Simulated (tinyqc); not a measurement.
Ways to converge the cycle: SCF convergence aids in the sto-3g basis, for NH, spin multiplicity 3. Computed by the program tinyqc with PySCF. UHF with one setting changed at a time; a run stops when the energy changes by less than 1e-09 hartree and the error matrix is below 1e-5. The start is random orbitals. Damping d keeps d of the old density; a shift (hartree) raises the virtual levels; DIIS n extrapolates F over n matrices.

Geometry (angstrom):
```
atom       x       y       z
N     0.0000  0.0000  0.0000
H     0.0000  0.0000  1.1240
```

lowest solution found by these runs and by PySCF with stability checks = -54.262415 hartree

Largest element of the error matrix X^T (FDS - SDF) X:
```
iteration    plain  damping 0.3  damping 0.6  shift 0.4   DIIS 3   DIIS 8
1          3.8e+00      3.8e+00      3.8e+00    3.8e+00  3.8e+00  3.8e+00
2          2.1e-01      1.2e+00      2.3e+00    2.2e-01  2.1e-01  2.1e-01
3          5.0e-02      3.6e-01      1.4e+00    2.7e-01  5.0e-02  5.0e-02
4          2.9e-02      1.1e-01      8.4e-01    2.4e-01  2.7e-02  2.7e-02
5          1.8e-02      4.1e-02      5.1e-01    2.2e-01  9.4e-03  9.3e-03
6          1.2e-02      2.8e-02      3.1e-01    1.6e-01  4.7e-03  3.4e-03
8          6.0e-03      1.5e-02      1.1e-01    8.1e-02  2.9e-04  1.1e-04
10         3.3e-03      8.7e-03      4.2e-02    4.9e-02  3.6e-05  1.6e-05
14         9.8e-04      3.5e-03      1.6e-02    2.1e-02  1.8e-06        -
20         1.5e-04      1.0e-03      6.4e-03    6.3e-03        -        -
30         6.9e-06      1.3e-04      1.9e-03    7.9e-04        -        -
45               -            -      3.6e-04    3.5e-05        -        -
60               -            -      6.6e-05          -        -        -
```

How each run ends:
```
run          iterations  E (hartree)                                                        state
plain                30    -54.26241                                                 lowest found
damping 0.3          43    -54.26241                                                 lowest found
damping 0.6         >60    -54.26241  falls steadily but slowly, by a factor of about 0.89 a step
shift 0.4            52    -54.26241                                                 lowest found
DIIS 3               14    -54.26241                                                 lowest found
DIIS 8               12    -54.26241                                                 lowest found
```

What does the comparison show, and why?

5 of 6 runs reach the lowest solution found, in 12 to 52 iterations (fastest: DIIS 8). Not converged: damping 0.6. Plain steps already contract here, so damping only slows them. DIIS 3 and DIIS 8 gain by cancelling the error over several earlier matrices, much as a quasi-Newton step does.
